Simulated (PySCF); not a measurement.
# `[H]/N=C(\C#C)C#N` in a uniform electric field

C4H2N2.
Structure used (GFN2-xTB), in Å, numbered top down from 1:
```xyz
8
C4H2N2 angstrom
C      1.985    0.131    0.072
C      0.789    0.033    0.027
C     -0.625   -0.165   -0.024
N     -1.245   -1.267   -0.033
C     -1.363    1.064   -0.070
N     -1.906    2.070   -0.107
H      3.030    0.239    0.111
H     -0.656   -2.096    0.000
```

Level: PBE0/def2-SVPD (PySCF); nuclei fixed, core orbitals frozen in the response. Permanent dipole (4.033, -2.449, 0.191) D (1 au = 2.5417 D). Static polarisability (au):

```
x   74.18 -1.11  1.56
y   -1.11 62.63 -0.44
z    1.56 -0.44 34.34
```

Only the terms in μ and α are kept: μ(F) = μ + αF and ΔE = −μ·F − ½ F·αF.

(1) What do fields of 0.514 V/Å (0.01 au) along the six axis directions do?

(2) For the field (-0.0070, 0.0000, -0.0050) au, what is the induced dipole, and what angle does it make with the field?

(3) Which field along μ doubles the dipole in that direction (linear response)?

(4) What field makes μF equal to kT at 200 K?

(5) Induction energy −ᾱe²/2R⁴ of a unit charge at 14 Å, the molecule taken as a point?

## Answers

(1) 
```json
{"field along": "+x", "induced x (D)": "1.885", "induced y (D)": "-0.028", "induced z (D)": "0.040", "total size (D)": "6.420", "−μ·F (kJ/mol)": "-41.659", "−½F·αF (kJ/mol)": "-9.738"}
{"field along": "−x", "induced x (D)": "-1.885", "induced y (D)": "0.028", "induced z (D)": "-0.040", "total size (D)": "3.240", "−μ·F (kJ/mol)": "+41.659", "−½F·αF (kJ/mol)": "-9.738"}
{"field along": "+y", "induced x (D)": "-0.028", "induced y (D)": "1.592", "induced z (D)": "-0.011", "total size (D)": "4.099", "−μ·F (kJ/mol)": "+25.297", "−½F·αF (kJ/mol)": "-8.222"}
{"field along": "−y", "induced x (D)": "0.028", "induced y (D)": "-1.592", "induced z (D)": "0.011", "total size (D)": "5.733", "−μ·F (kJ/mol)": "-25.297", "−½F·αF (kJ/mol)": "-8.222"}
{"field along": "+z", "induced x (D)": "0.040", "induced y (D)": "-0.011", "induced z (D)": "0.873", "total size (D)": "4.876", "−μ·F (kJ/mol)": "-1.973", "−½F·αF (kJ/mol)": "-4.508"}
{"field along": "−z", "induced x (D)": "-0.040", "induced y (D)": "0.011", "induced z (D)": "-0.873", "total size (D)": "4.728", "−μ·F (kJ/mol)": "+1.973", "−½F·αF (kJ/mol)": "-4.508"}
```

(2) αF = (-1.340, 0.025, -0.464) D, at 16.5° to the field. The polarisability along this direction, F·αF/F², is 62.20 au, against a mean of 57.05 au.

(3) The polarisability along the dipole is 72.12 au, so F = 1.8579 au / 72.12 au = 0.0258 au = 1.32 V/Å; higher-order terms are ignored.

(4) kT = 0.6334 × 10⁻³ Eh, so F = 0.000341 au = 1.75 MV/cm.

(5) R = 26.46 bohr, so the energy is −57.0/(2 × 26.46⁴) Eh = -0.153 kJ/mol. The charge–dipole term at its most favourable orientation, −μe/R², is -6.97 kJ/mol.

Isolated species at its GFN2-xTB geometry, gas phase.
